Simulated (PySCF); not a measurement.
# C3H3P2−: magnetic properties

What do calculations give for the magnetic properties of C3H3P2− (`c1c[p-]cp1`)?

Computed with PySCF 2.14.0 and routines of our own; the level stands in each step. Atoms count from 0.

## 1. The starting structure

8 atoms, charge -1, multiplicity 1; geometry from: PBE0-D3(BJ)/def2-SVP.

## 2. Magnetic properties: GIAO PBE/aug-pcSseg-1

What the job is given:

```
{"job": {"kind": "mag", "xc": "PBE", "basis": "aug-pcSseg-1", "isotopologues": 2}, "charge": -1, "multiplicity": 1}
C     -0.815599     0.722354     0.317259
C     -0.993385    -0.518998    -0.282694
P      0.457656    -1.450041    -0.640670
C      1.539084    -0.238196    -0.004291
P      0.840477     1.220515     0.649438
H     -1.667364     1.366264     0.574683
H     -1.992938    -0.905722    -0.522834
H      2.625420    -0.389359    -0.012976
```

With the program's defaults for keys left out, this is: GIAO PBE/aug-pcSseg-1 magnetisability, rotational g tensor and spin-rotation constants, non-relativistic, gas phase.

Run with:

```
> OMP_NUM_THREADS=1 python excited_run.py task.json out
```

One launch serves the whole session: the jobs run in the order shown.

Output:

```text
coarse grid: 8368 points
cycle   1  E = -798.1771663651  dE =  5.701e-01  |g| = 7.058e-01  |ddm| = 4.793e+00
cycle   2  E = -796.4176850551  dE =  1.759e+00  |g| = 2.114e+00  |ddm| = 1.713e+02
cycle   3  E = -798.3228361195  dE = -1.905e+00  |g| = 1.679e-01  |ddm| = 1.712e+02
cycle   4  E = -798.3256829095  dE = -2.847e-03  |g| = 1.597e-01  |ddm| = 7.042e-01
cycle   5  E = -798.3316535515  dE = -5.971e-03  |g| = 7.415e-02  |ddm| = 3.595e-01
cycle   6  E = -798.3334473147  dE = -1.794e-03  |g| = 9.209e-03  |ddm| = 2.039e-01
cycle   7  E = -798.3334752990  dE = -2.798e-05  |g| = 3.424e-03  |ddm| = 3.728e-02
cycle   8  E = -798.3334778959  dE = -2.597e-06  |g| = 9.237e-04  |ddm| = 7.440e-03
final grid: 73592 points
cycle   9  E = -798.3759079548  dE =  1.605e-05  |g| = 1.427e-02  |ddm| = 1.577e-01
cycle  10  E = -798.3756303403  dE =  2.776e-04  |g| = 3.409e-02  |ddm| = 6.947e-02
cycle  11  E = -798.3759628423  dE = -3.325e-04  |g| = 1.581e-03  |ddm| = 5.613e-02
cycle  12  E = -798.3759635580  dE = -7.157e-07  |g| = 6.652e-04  |ddm| = 5.952e-03
cycle  13  E = -798.3759636576  dE = -9.964e-08  |g| = 3.347e-04  |ddm| = 1.617e-03
cycle  14  E = -798.3759636916  dE = -3.391e-08  |g| = 5.036e-05  |ddm| = 6.999e-04
cycle  15  E = -798.3759636924  dE = -8.852e-10  |g| = 1.400e-05  |ddm| = 1.420e-04
converged SCF energy = -798.3759636924

Magnetisability tensor (1e-30 J/T^2)
     -685.84      -51.31       52.20
      -51.31    -1075.07      444.06
       52.20      444.06    -1802.56
isotropic -1187.82   principal values   -2016.43   -867.90   -679.14
isotropic susceptibility -71.532 1e-6 cm^3/mol

Inertial axes            a          b          c
rot. const./GHz      6.6035     3.2955     2.1984
chi total           -52.266    -40.899   -121.432
chi diamagnetic    -286.101   -428.802   -618.742
chi paramagnetic    233.836    387.903    497.310
quadrupole/D A      -13.093      9.603      3.490
g nuclear            0.6004     0.4999     0.5333
g electronic        -0.7254    -0.6006    -0.5136
g total             -0.1250    -0.1007     0.0197

Spin-rotation constants (kHz, H = +C I.J)
atom  isotope        aa         bb         cc
  2    31P       14.245      8.258      3.167
  4    31P       14.250      8.259      3.167
  5     1H       -0.116      0.277     -0.178
  6     1H       -0.116      0.277     -0.178
  7     1H       -0.523      0.534     -0.202
  0    13C*       2.714      1.515      0.374
  3    13C*       2.265      2.075      0.336
* in the singly substituted isotopologue

Isotopologues: g along a, b, c
2H    at 5,6,7             -0.1046    -0.0986     0.0182
13C   at 0                 -0.1225    -0.1003     0.0195
```

Run time: 22 s. Hardware: 1 thread of Arm Neoverse V2, shared host; peak memory 0.51 GiB.

Key values:

| quantity | value |
| --- | --- |
| magnetisability | -1188·10⁻³⁰ J/T² |
| molar susceptibility | -71.5·10⁻⁶ cm³/mol |
| rotational g (a, b, c) | -0.1250, -0.1007, 0.0197 |

The fields below are evaluated on a grid from the run's orbitals.

Frontier orbitals at PBE/aug-pcSseg-1, with the share of their density that lies nearest to each atom:

```csv
orbital,energy (eV),lies on
HOMO,-0.15,"P2, P4 about 36 % each; C0, C1 about 11 % each"
LUMO,2.57,"H5, H6 about 38 % each; H7 7 %"
```

ELF in a plane through or near 8 of the atoms.

Ten even steps from ' ' (0.00) to '@' (1.00):
```
                      ....                              
                  --++++++==::                          
              ..--**%%%%%%##++..                        
              ::++%%@@@@@@%%**..                        
              ::++%%@@@@%%##**..    ==**++..            
                --##++..==::++--::++@@@@@@**            
                ..==::++++..**##**%%@@@@@@%%..          
        ..::--::::++**..::==@@++::##@@@@@@##            
      ..**@@@@%%##**%%%%==++##::==::####++..            
      ::@@@@@@@@@@::::**--  --######--                  
      ::@@@@@@@@@@::--**--..--##%%##--                  
        ##@@@@%%##**%%%%++++##::++--####++..            
        ..::--::::++**::..--%%++::##@@@@@@##            
                ..==::**%%..**##**%%@@@@@@%%..          
                --##++..--::++--::**@@@@@@**            
              ::++%%@@@@%%##**..    ==**++..            
              ::++%%@@@@@@%%**..                        
              ..--**%%%%%%##++..                        
                  --++++++==::                          
                      ....                              
```
The map spans 10.5 Å across and 8.2 Å up, centred on the molecule. Atoms in the plane (x, y in Å): C0 (0.9, 0.7), C1 (0.9, -0.7), P2 (-0.7, -1.5), C3 (-1.6, 0.0), P4 (-0.7, 1.5), H5 (1.8, 1.3), H6 (1.8, -1.3), H7 (-2.7, 0.0).

On the surface of density 0.002 e/bohr³ the electrostatic potential runs, from the 1st to the 99th percentile, from -5.30 V near C3 to -2.96 V near H6.

## 3. Magnetic properties: common gauge origin B97-D/pcSseg-1 in methanol

The job, as its differences from that of step 2:

```diff
@@ -1,2 +1,2 @@
-{"job": {"kind": "mag", "xc": "PBE", "basis": "aug-pcSseg-1", "isotopologues": 2}, "charge": -1, "multiplicity": 1}
+{"job": {"kind": "mag", "xc": "B97-D", "basis": "pcSseg-1", "gauge": [0, 0, 0], "solvent": "methanol"}, "charge": -1, "multiplicity": 1}
 C     -0.815599     0.722354     0.317259
```

With the program's defaults for keys left out, this is: common gauge origin B97-D/pcSseg-1 magnetisability, non-relativistic, IEF-PCM methanol.

Output:

```text
coarse grid: 8368 points
cycle   1  E = -798.6652598184  dE =  4.579e-01  |g| = 6.122e-01  |ddm| = 3.114e+00
cycle   2  E = -798.3670896025  dE =  2.982e-01  |g| = 1.167e+00  |ddm| = 2.058e+00
cycle   3  E = -798.7788125032  dE = -4.117e-01  |g| = 1.239e-01  |ddm| = 1.449e+00
cycle   4  E = -798.7820015951  dE = -3.189e-03  |g| = 6.827e-02  |ddm| = 2.258e-01
cycle   5  E = -798.7829410065  dE = -9.394e-04  |g| = 3.732e-02  |ddm| = 1.067e-01
cycle   6  E = -798.7833633150  dE = -4.223e-04  |g| = 4.413e-03  |ddm| = 4.577e-02
cycle   7  E = -798.7833684854  dE = -5.170e-06  |g| = 6.595e-04  |ddm| = 6.629e-03
final grid: 73592 points
cycle   8  E = -798.8067504642  dE = -3.343e-05  |g| = 1.203e-02  |ddm| = 2.317e-02
cycle   9  E = -798.8066379185  dE =  1.125e-04  |g| = 2.274e-02  |ddm| = 3.279e-02
cycle  10  E = -798.8067821332  dE = -1.442e-04  |g| = 2.092e-03  |ddm| = 2.541e-02
cycle  11  E = -798.8067829668  dE = -8.336e-07  |g| = 1.269e-03  |ddm| = 3.233e-03
cycle  12  E = -798.8067834539  dE = -4.871e-07  |g| = 1.140e-04  |ddm| = 1.380e-03
cycle  13  E = -798.8067834578  dE = -3.956e-09  |g| = 2.427e-05  |ddm| = 2.145e-04
cycle  14  E = -798.8067834580  dE = -1.371e-10  |g| = 6.357e-06  |ddm| = 3.814e-05
converged SCF energy = -798.8067834580

Magnetisability tensor (1e-30 J/T^2)
    -3466.46      154.10      149.81
      154.10    -2451.13     1122.97
      149.81     1122.97    -4255.61
isotropic -3391.07   principal values   -4797.45  -3489.20  -1886.56
isotropic susceptibility -204.215 1e-6 cm^3/mol

Inertial axes            a          b          c
rot. const./GHz      6.6035     3.2955     2.1984
chi total          -113.611   -210.124   -288.909
chi diamagnetic    -281.203   -423.369   -612.549
chi paramagnetic    167.592    213.245    323.640
quadrupole/D A      -12.058      9.730      2.328
```

It took 3 s on 1 thread of Arm Neoverse V2, shared host; peak memory 0.52 GiB.

It converged, yet the result is unsound: a common gauge origin replaces GIAOs, so the magnetic properties depend on where the origin lies.

## 4. Magnetic properties: GIAO B3LYP/cc-pVDZ

The job, as its differences from that of step 3:

```diff
@@ -1,2 +1,2 @@
-{"job": {"kind": "mag", "xc": "B97-D", "basis": "pcSseg-1", "gauge": [0, 0, 0], "solvent": "methanol"}, "charge": -1, "multiplicity": 1}
+{"job": {"kind": "mag", "xc": "B3LYP", "basis": "cc-pVDZ"}, "charge": -1, "multiplicity": 1}
 C     -0.815599     0.722354     0.317259
```

With the program's defaults for keys left out, this is: GIAO B3LYP/cc-pVDZ magnetisability, rotational g tensor and spin-rotation constants, non-relativistic, gas phase.

Output:

```text
coarse grid: 8368 points
cycle   1  E = -798.7815554497  dE =  6.529e-01  |g| = 5.318e-01  |ddm| = 5.835e+00
cycle   2  E = -798.6531946557  dE =  1.284e-01  |g| = 8.581e-01  |ddm| = 2.850e+00
cycle   3  E = -798.8675587338  dE = -2.144e-01  |g| = 8.756e-02  |ddm| = 1.488e+00
cycle   4  E = -798.8695749476  dE = -2.016e-03  |g| = 4.001e-02  |ddm| = 2.652e-01
cycle   5  E = -798.8698353882  dE = -2.604e-04  |g| = 2.542e-02  |ddm| = 8.797e-02
cycle   6  E = -798.8700420753  dE = -2.067e-04  |g| = 3.825e-03  |ddm| = 4.574e-02
cycle   7  E = -798.8700465486  dE = -4.473e-06  |g| = 2.535e-04  |ddm| = 6.681e-03
final grid: 73592 points
cycle   8  E = -798.8865842468  dE = -5.545e-06  |g| = 3.394e-03  |ddm| = 2.576e-02
cycle   9  E = -798.8865792053  dE =  5.041e-06  |g| = 5.423e-03  |ddm| = 1.563e-02
cycle  10  E = -798.8865874717  dE = -8.266e-06  |g| = 5.205e-04  |ddm| = 9.172e-03
cycle  11  E = -798.8865875650  dE = -9.335e-08  |g| = 9.726e-05  |ddm| = 1.524e-03
cycle  12  E = -798.8865875671  dE = -2.080e-09  |g| = 5.199e-05  |ddm| = 2.182e-04
cycle  13  E = -798.8865875678  dE = -7.046e-10  |g| = 1.679e-05  |ddm| = 9.223e-05
converged SCF energy = -798.8865875678

Magnetisability tensor (1e-30 J/T^2)
     -705.98      -48.09       49.59
      -48.09    -1071.05      421.55
       49.59      421.55    -1761.58
isotropic -1179.54   principal values   -1964.61   -874.29   -699.71
isotropic susceptibility -71.033 1e-6 cm^3/mol

Inertial axes            a          b          c
rot. const./GHz      6.6035     3.2955     2.1984
chi total           -52.651    -42.138   -118.311
chi diamagnetic    -281.391   -421.312   -613.363
chi paramagnetic    228.740    379.175    495.051
quadrupole/D A      -11.141      6.835      4.307
g nuclear            0.6004     0.4999     0.5333
g electronic        -0.7096    -0.5870    -0.5113
g total             -0.1092    -0.0872     0.0221

Spin-rotation constants (kHz, H = +C I.J)
atom  isotope        aa         bb         cc
  2    31P       12.452      7.522      2.785
  4    31P       12.457      7.523      2.785
  5     1H       -0.127      0.265     -0.177
  6     1H       -0.127      0.265     -0.177
  7     1H       -0.515      0.535     -0.201
  0    13C*       2.517      1.421      0.321
  3    13C*       2.113      2.041      0.282
* in the singly substituted isotopologue
```

It took 6.5 s on 1 thread of Arm Neoverse V2, shared host; peak memory 0.52 GiB.

From this job:

| quantity | value |
| --- | --- |
| magnetisability | -1180·10⁻³⁰ J/T² |
| molar susceptibility | -71.0·10⁻⁶ cm³/mol |
| rotational g (a, b, c) | -0.1092, -0.0872, 0.0221 |

## 5. Magnetic properties: GIAO OLYP/3-21G

What the job is given:

```
{"job": {"kind": "mag", "xc": "OLYP", "basis": "3-21G", "scf": {"max_cycle": 59}}, "charge": -1, "multiplicity": 1}
C     -0.815599     0.722354     0.317259
C     -1.171171    -1.760350    -0.882647
P      0.457656    -1.450041    -0.640670
C      1.539084    -0.238196    -0.004291
P      0.840477     1.220515     0.649438
H     -1.667364     1.366264     0.574683
H     -1.992938    -0.905722    -0.522834
H      2.625420    -0.389359    -0.012976
```

Level: GIAO OLYP/3-21G magnetisability, rotational g tensor and spin-rotation constants, non-relativistic, gas phase.

Output:

```text
final grid: 73592 points
cycle   1  E = -794.3420835851  dE = -3.341e-02  |g| = 4.667e-01  |ddm| = 3.806e+00
cycle   2  E = -793.9038078490  dE =  4.383e-01  |g| = 1.056e+00  |ddm| = 3.325e+00
cycle   3  E = -794.1912890244  dE = -2.875e-01  |g| = 7.652e-01  |ddm| = 3.120e+00
cycle   4  E = -794.4035726696  dE = -2.123e-01  |g| = 1.785e-01  |ddm| = 9.234e-01
cycle   5  E = -794.3038318512  dE =  9.974e-02  |g| = 5.419e-01  |ddm| = 1.156e+00
cycle   6  E = -794.4016987493  dE = -9.787e-02  |g| = 1.784e-01  |ddm| = 1.202e+00
cycle   7  E = -794.4134719946  dE = -1.177e-02  |g| = 5.500e-02  |ddm| = 4.658e-01
cycle   8  E = -794.4144757909  dE = -1.004e-03  |g| = 2.740e-02  |ddm| = 1.880e-01
cycle   9  E = -794.4148113975  dE = -3.356e-04  |g| = 7.485e-03  |ddm| = 8.241e-02
cycle  10  E = -794.4148345551  dE = -2.316e-05  |g| = 1.538e-03  |ddm| = 1.312e-02
cycle  11  E = -794.4148355003  dE = -9.452e-07  |g| = 5.386e-04  |ddm| = 4.878e-03
cycle  12  E = -794.4148356270  dE = -1.267e-07  |g| = 6.047e-05  |ddm| = 1.341e-03
cycle  13  E = -794.4148356280  dE = -1.056e-09  |g| = 2.472e-05  |ddm| = 1.900e-04
cycle  14  E = -794.4148356284  dE = -3.529e-10  |g| = 5.626e-06  |ddm| = 1.085e-04
converged SCF energy = -794.4148356284

Magnetisability tensor (1e-30 J/T^2)
       50.65     -167.04       46.72
     -167.04    -1101.64      486.43
       46.72      486.43    -1911.61
isotropic -987.53   principal values   -2145.44   -891.80     74.65
isotropic susceptibility -59.471 1e-6 cm^3/mol

Inertial axes            a          b          c
rot. const./GHz      6.9327     2.5192     1.8478
chi total           -52.216      3.006   -129.202
chi diamagnetic    -275.142   -526.212   -711.083
chi paramagnetic    222.926    529.218    581.881
quadrupole/D A      -13.908      7.223      6.685
g nuclear            0.6031     0.5016     0.5287
g electronic        -0.7261    -0.6263    -0.5051
g total             -0.1229    -0.1247     0.0235

Spin-rotation constants (kHz, H = +C I.J)
atom  isotope        aa         bb         cc
  2    31P       16.653      4.514      3.264
  4    31P       15.642      2.775      1.068
  5     1H       -0.506      1.527     -0.107
  6     1H        0.031      0.318     -0.231
  7     1H       -0.639     -0.450     -0.123
  0    13C*       2.495      5.822      0.723
  3    13C*       1.167     -1.876      0.601
* in the singly substituted isotopologue
```

It took 4.9 s on 1 thread of Arm Neoverse V2, shared host; peak memory 0.52 GiB.

It converged, yet the result is unsound: one atom of the first bond was moved so that the bond is 2.0 times as long.

## 6. The levels compared

```csv
level,ξ (10⁻³⁰ J/T²),g(a),g(b),gap (eV),functions,time
GIAO PBE/aug-pcSseg-1,-1188,-0.1250,-0.1007,2.73,171,22 s
GIAO B3LYP/cc-pVDZ,-1180,-0.1092,-0.0872,4.96,93,6.5 s
```

## 7. What came out

```
                                              quantity                               value
       magnetisability (step 2, GIAO PBE/aug-pcSseg-1)                    -1188·10⁻³⁰ J/T²
  molar susceptibility (step 2, GIAO PBE/aug-pcSseg-1)                  -71.5·10⁻⁶ cm³/mol
rotational g (a, b, c) (step 2, GIAO PBE/aug-pcSseg-1)            -0.1250, -0.1007, 0.0197
                       magnetisability over the levels           -1188 to -1180·10⁻³⁰ J/T²
                                                  runs  0 failed, 2 ended on unsound input
```

What this shows: For an ion, the motion of the centre of mass in the field is left out. The magnetisability spreads by 0.7 % over 2 levels, from GIAO PBE/aug-pcSseg-1 (22 s) to GIAO B3LYP/cc-pVDZ (6.5 s); the runs took 6.5 s to 22 s. Two levels can agree by chance, so this spread shows no convergence. Vibrational averaging and real surroundings are missing from these values.
